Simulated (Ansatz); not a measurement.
Two members of one family (Series SiH2X2), computed with Ansatz in the gas phase. The two geometries come from different levels. Binding counts from free atoms in the multiplicity of their measured ground term, without zero-point energy. A dash marks a value that wasn't run or was left out as unsound. The structures are stationary points that may keep the symmetry of their start.

First: Si(NH2)2H2 (singlet, charge 0, PBE-D4/def2-TZVP geometry).

Cartesian coordinates in Å:
```
Si -0.1354 -0.0489 -0.5312
N 1.2080 0.8339 0.0970
H 1.0652 1.6075 0.7391
H 2.0311 0.9730 -0.4814
N -0.9755 -0.7536 0.8009
H -0.5129 -1.4165 1.4167
H -1.9697 -0.9428 0.7250
H 0.5014 -0.9760 -1.5270
H -1.2121 0.7235 -1.2391
```

```tsv
level	HOMO (eV)	LUMO (eV)	gap (eV)	vertical IE (eV)	vertical triplet (eV)	binding per atom (eV)
PBE-D4/def2-SVP	-5.48	0.85	6.34	–	–	3.43
PBE-D4/def2-TZVP	-5.82	0.16	5.98	9.00	5.88	3.47
r2SCAN-D4/def2-TZVP	-6.13	0.76	6.88	9.15	6.11	3.41
PBE0-D4/def2-SVP	-6.97	1.77	8.73	–	–	3.37
PBE0-D4/def2-TZVP	-7.23	0.98	8.21	9.39	6.25	3.41
```

Second: Si(SiH3)2H2 (singlet, charge 0, PBE0-D4/def2-SVP geometry).

```xyz
11

Si   -0.7925   -0.0248   -0.5957
Si    0.3631    1.9148    0.0369
H     0.3278    2.0571    1.5259
H    -0.2435    3.1334   -0.5815
H     1.7912    1.8100   -0.3976
Si    0.2131   -1.8964    0.3967
H     0.1835   -1.7514    1.8856
H     1.6385   -1.9913   -0.0447
H    -0.4962   -3.1573    0.0193
H    -0.7626   -0.1671   -2.0860
H    -2.2223    0.0730   -0.1590
```

Problem. What does the change do? Estimate second minus first.

Solution. 
```
              level  Δ HOMO (eV)  Δ LUMO (eV)  Δ gap (eV)  Δ vertical IE (eV)  Δ vertical triplet (eV)  Δ binding per atom (eV)
    PBE-D4/def2-SVP        -1.50        -1.68       -0.18                   –                        –                    -0.55
   PBE-D4/def2-TZVP        -1.13        -1.20       -0.07                0.68                    -0.42                    -0.57
r2SCAN-D4/def2-TZVP        -1.07        -1.57       -0.50                0.62                    -0.51                    -0.47
   PBE0-D4/def2-SVP        -1.11        -1.81       -0.70                   –                        –                    -0.48
  PBE0-D4/def2-TZVP        -0.78        -1.22       -0.44                0.47                    -0.55                    -0.51
```
